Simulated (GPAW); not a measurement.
# AlH3 (SMILES [H][Al]([H])[H]): levels of theory compared

We compute a comparison of 3 runs (PBE/real-space grid, LDA (PW92)/sz(dzp), PBE/dzp) of AlH3. Input form: an ASE script.

The results are computed with GPAW 26.7.0.

6 further runs of the same task are left out: 2 that didn't finish, 4 set aside as unsound or not needed.

**1. The system as given**

The species is AlH3 (4 atoms), meant as a singlet with charge 0. As SMILES, `[H][Al]([H])[H]`. The shape comes from GFN2-xTB, which is rough for such elements, and wasn't checked as a minimum.

Bond lengths: Al1–H2 1.553 Å, Al1–H3 1.553 Å, Al1–H4 1.553 Å. Angles: H2–Al1–H3 120.0°, H2–Al1–H4 120.0°, H3–Al1–H4 120.0°.

**2. The charge distribution at PBE/real-space grid (scalar-relativistic datasets) (run 1)**

File AlH3.xyz:

```xyz
4

Al    -0.000010    -0.000020     0.000020
H      1.552650    -0.030520     0.014610
H     -0.749810     1.359840    -0.019120
H     -0.802830    -1.329300     0.004480
```

File AlH3.py:

```python
import numpy as np
from ase.io import read
from ase.units import Debye
from gpaw import GPAW

mol = read('AlH3.xyz')
mol.center(vacuum=4.5)

calc = GPAW(mode='fd', maxiter=150, h=0.18, xc='PBE', txt='-')
mol.calc = calc

energy = mol.get_potential_energy()
print(f'Energy = {energy:.5f} eV')
forces = mol.get_forces()
print('Forces (eV/Ang)')
for symbol, f in zip(mol.symbols, forces):
    print(f'{symbol:2} {f[0]:9.4f} {f[1]:9.4f} {f[2]:9.4f}')
dipole = mol.get_dipole_moment() / Debye
print(f'Dipole: {np.linalg.norm(dipole):.3f} D')
homo, lumo = calc.get_homo_lumo()
print(f'HOMO: {homo:.3f} eV')
print(f'LUMO = {lumo:.3f} eV')
print(f'Gap                     {lumo - homo:.3f} eV')
```

Run with:

```sh
$ python AlH3.py
```

What it wrote:

```text
[...]
Number of symmetries: 1
[...]
  Number of IBZ points: 1
[...]
Spin-components: 1 (collinear spins)
Bands:           7
[...]
  Valence electrons: 6.0
[...]
  Grid points: [64 64 52]
  Charge: 0.0  # |e|
[...]
    cutoffs:
[...]
occupation numbers:
  # Zero width
[...]
xc functional:
  name: PBE with 2 nearest neighbor stencil
[...]
|iter     |     time |      energy | eigst |  dens |
[...]
|iter:   1| 00:00:09 |  -13.982787 | +1.13 |       |
[...]
|iter:  14| 00:00:45 |  -12.382216c| -7.55c| -6.02c|
Converged in 14 steps
[...]
Energy contributions relative to reference atoms: (reference = -6640.893752)
Energy contributions:
  Kinetic:          17.854205
  Coulomb:         -17.928980
  Zero:             -0.025732
  External:          0.000000
  Xc:              -12.281708
  Entropy:           0.000000
  Spinorbit:         0.000000
  ----------------------------
  Free energy:     -12.382216
  Extrapolated:    -12.382216
dipole moment: (0.000115, -0.000028, 0.000045)  # |e|*Ang
Fermi level: -4.883
Eigenvalues  # (at kpt = [0.000, 0.000, 0.000])
| band index |      eig [eV] | occ [0-2] |
|------------|---------------|-----------|
|          0 |       -10.342 |     2.000 |
|          1 |        -7.309 |     2.000 |
|          2 |        -7.308 |     2.000 |
|          3 |        -2.458 |     0.000 |
|          4 |         0.186 |     0.000 |
|          5 |         0.476 |     0.000 |
|          6 |         0.550 |     0.000 |
Gap: 4.851 eV
Transition (v -> c):
[...]
Forces (eV/Ang)
Al    0.0028    0.0036    0.0001
H     0.6053   -0.0107    0.0030
H    -0.2868    0.5249   -0.0068
H    -0.3163   -0.5153   -0.0019
Dipole: 0.001 D
HOMO: -7.308 eV
LUMO = -2.458 eV
Gap                     4.851 eV
```

Wall time 47 s (1 thread of AMD EPYC (Zen 3), shared host); peak memory 0.45 GiB.

**3. Energy and one-electron properties at LDA (PW92)/sz(dzp) (scalar-relativistic datasets) (run 2)**

File sp.py:

```python
import numpy as np
from ase import Atoms
from ase.units import Debye
from gpaw import GPAW
from gpaw.external import static_polarizability

# Structure
molecule = Atoms('AlHHH',
    positions=[[ -0.000010,  -0.000020,   0.000020],
               [  1.552650,  -0.030520,   0.014610],
               [ -0.749810,   1.359840,  -0.019120],
               [ -0.802830,  -1.329300,   0.004480]])
molecule.center(vacuum=5.0)

# Calculator
dft = GPAW(mode='lcao',
           legacy_gpaw=True,
           xc='LDA',
           maxiter=150,
           symmetry='off',
           h=0.18,
           convergence={'density': 1e-06},
           basis='sz(dzp)',
           txt='-')
molecule.calc = dft

energy = molecule.get_potential_energy()
print(f'Energy: {energy:.5f} eV')
forces = molecule.get_forces()
print('Forces (eV/Ang)')
for symbol, f in zip(molecule.symbols, forces):
    print(f'{symbol:2} {f[0]:9.4f} {f[1]:9.4f} {f[2]:9.4f}')
dipole = molecule.get_dipole_moment() / Debye
print(f'Dipole: {np.linalg.norm(dipole):.3f} D')
homo, lumo = dft.get_homo_lumo()
print(f'HOMO = {homo:.3f} eV')
print(f'LUMO                    {lumo:.3f} eV')
print(f'Gap: {lumo - homo:.3f} eV')

alpha = static_polarizability(molecule)
print('Polarizability tensor (e Ang^2 / V):')
print(alpha.round(4))
```

Run with:

```sh
$ python sp.py > sp.log
```

What it wrote:

```text
[...]
    cutoffs:
[...]
  Total Charge: 0.000000
[...]
Number of atoms: 4
[...]
Number of bands in calculation: 7
Number of valence electrons: 6
[...]
iter:   1 hh:mm:ss   -11.416407        c
[...]
Converged after 10 iterations.
Dipole moment: (0.000182, 0.000002, 0.000038) |e|*Ang
[...]
Fermi level: -6.34309
[...]
Forces (eV/Ang)
Al    0.0026   -0.0015    0.0000
H     1.8249   -0.0349    0.0213
H    -0.8852    1.5955   -0.0227
H    -0.9399   -1.5643    0.0071
Dipole: 0.001 D
HOMO = -8.650 eV
LUMO                    -4.036 eV
Gap: 4.614 eV
[...]
Converged after 9 iterations.
[...]
Converged after 9 iterations.
[...]
iter:  10 hh:mm:ss   -10.438766c       c -6.55c
Converged after 10 iterations.
Dipole moment: (0.000187, -0.000003, 0.001657) |e|*Ang
Energy contributions relative to reference atoms: (reference = -6614.808182)
Kinetic:         -3.482295
Potential:       +0.787786
External:        -0.000017
XC:              -7.730722
Entropy (-ST):   +0.000000
Local:           -0.013519
SIC:             +0.000000
--------------------------
Free energy:    -10.438766
Extrapolated:   -10.438766
 Band  Eigenvalues  Occupancy
    0    -12.19867    2.00000
    1     -8.65066    2.00000
    2     -8.64983    2.00000
    3     -4.03627    0.00000
    4      0.62497    0.00000
    5      2.56288    0.00000
    6      2.56398    0.00000
Fermi level: -6.34305
Gap: 4.614 eV
Transition (v -> c):
[...]
Memory usage: 622.02 MiB
Polarizability tensor (e Ang^2 / V):
[[ 0.2138  0.      0.0005]
 [ 0.      0.2137 -0.0005]
 [ 0.0005 -0.0005  0.1619]]
```

Run time: 88 s. Hardware: 1 thread of AMD EPYC (Zen 3), shared host; peak memory 0.61 GiB.

**4. Energy and one-electron properties at PBE/dzp (scalar-relativistic datasets) (run 3)**

File AlH3.py:

```python
import numpy as np
from ase.io.zmatrix import parse_zmatrix
from ase.units import Debye
from gpaw import GPAW

# Geometry
atoms = parse_zmatrix("""
Al
H 1 1.553028
H 1 1.552992 2 120.00052
H 1 1.552909 3 119.9983 2 -179.99618
""")
atoms.center(vacuum=4.5)

# GPAW settings
calc = GPAW(mode='lcao', basis='dzp', h=0.18, xc='PBE', maxiter=150, txt='-')
atoms.calc = calc

energy = atoms.get_potential_energy()
print(f'Energy: {energy:.5f} eV')
forces = atoms.get_forces()
print('Forces (eV/Ang)')
for symbol, f in zip(atoms.symbols, forces):
    print(f'{symbol:2} {f[0]:9.4f} {f[1]:9.4f} {f[2]:9.4f}')
dipole = atoms.get_dipole_moment() / Debye
print(f'Dipole                  {np.linalg.norm(dipole):.3f} D')
homo, lumo = calc.get_homo_lumo()
print(f'HOMO: {homo:.3f} eV')
print(f'LUMO: {lumo:.3f} eV')
print(f'Gap                     {lumo - homo:.3f} eV')
```

Run with:

```sh
$ python3 -u AlH3.py | tee AlH3.out
```

What it wrote:

```text
[...]
Number of symmetries: 1
[...]
  Number of IBZ points: 1
[...]
basis functions: 28
Spin-components: 1 (collinear spins)
Bands:           7
[...]
  Valence electrons: 6.0
[...]
  Grid points: [64 64 52]
  Charge: 0.0  # |e|
[...]
    cutoffs:
[...]
occupation numbers:
  # Zero width
[...]
xc functional:
  name: PBE with 2 nearest neighbor stencil
[...]
|iter     |     time |      energy | eigst |  dens |
[...]
|iter:   1| 00:00:11 |  -13.448365 |      c|       |
[...]
|iter:   8| 00:00:22 |  -12.088218c|      c| -4.57c|
Converged in 8 steps
[...]
Energy contributions relative to reference atoms: (reference = -6640.893752)
Energy contributions:
  Kinetic:          14.895783
  Coulomb:         -14.911689
  Zero:             -0.024452
  External:          0.000000
  Xc:              -12.047861
  Entropy:           0.000000
  Spinorbit:         0.000000
  ----------------------------
  Free energy:     -12.088218
  Extrapolated:    -12.088218
dipole moment: (0.000149, -0.000027, 0.000027)  # |e|*Ang
Fermi level: -4.814
Eigenvalues  # (at kpt = [0.000, 0.000, 0.000])
| band index |      eig [eV] | occ [0-2] |
|------------|---------------|-----------|
|          0 |       -10.303 |     2.000 |
|          1 |        -7.235 |     2.000 |
|          2 |        -7.235 |     2.000 |
|          3 |        -2.392 |     0.000 |
|          4 |         1.121 |     0.000 |
|          5 |         1.641 |     0.000 |
|          6 |         1.643 |     0.000 |
Gap: 4.843 eV
Transition (v -> c):
[...]
Forces (eV/Ang)
Al    0.0032    0.0010   -0.0001
H     0.5897   -0.0000    0.0001
H    -0.3057    0.5123    0.0000
H    -0.3063   -0.5134    0.0001
Dipole                  0.001 D
HOMO: -7.235 eV
LUMO: -2.392 eV
Gap                     4.843 eV
```

Wall time 25 s (1 thread of AMD EPYC (Zen 3), shared host); peak memory 0.53 GiB.

**5. Overview of the runs**

| run | level | mode | vacuum round the molecule | energy (Eh) | dipole moment (D) | HOMO energy (eV) | LUMO energy (eV) | wall time |
| --- | --- | --- | --- | --- | --- | --- | --- | --- |
| 1 | PBE/real-space grid (scalar-relativistic datasets) | fd | 4.5 | -244.503382 | 0.00 | -7.31 | -2.46 | 47 s |
| 2 | LDA (PW92)/sz(dzp) (scalar-relativistic datasets) | lcao | 5 | -243.473334 | 0.00 | -8.65 | -4.04 | 88 s |
| 3 | PBE/dzp (scalar-relativistic datasets) | lcao | 4.5 | -244.492578 | 0.00 | -7.24 | -2.39 | 25 s |

**6. Summary of results**

| quantity | value |
| --- | --- |
| run 3: energy as printed (from the program's reference atoms) | -12.0882 eV |
| run 3: dipole moment | 0.00 D |
| run 3: HOMO energy | -7.24 eV |
| run 3: LUMO energy | -2.39 eV |
| run 3: HOMO–LUMO gap | 4.84 eV |
| run 3: largest force on an atom | 0.598 eV/Å |

In words: The HOMO–LUMO gap runs from 4.61 eV (LDA (PW92)/sz(dzp)) to 4.85 eV (PBE/real-space grid). The two ends differ in method and basis. Totals of different functionals can't be ranked against each other. All runs together took 2.7 min, the longest 88 s.
